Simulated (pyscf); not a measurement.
Single points on ωB97X-D3(BJ)/def2-SVP structures (PySCF, gas phase).

Problem. Estimate the classical barrier height and the reaction energy of F–SiH(F)–O–SiH₃ + HF → F–SiH(F)–F + HO–SiH₃ at ωB97M-D3(BJ)/def2-TZVP. The step runs on the singlet surface, breaks O–Si, F–H and forms F–Si, H–O; take the separated reactants as zero.

Solution. ΔE‡ = 15.5 kcal/mol, ΔE = -4.8 kcal/mol. Zero-point energy shifts the barrier by +0.6 kcal/mol. It is a four-centre exchange, with an imaginary mode of 817i cm⁻¹. This is the saddle that the search found; another between the same sides may lie lower.
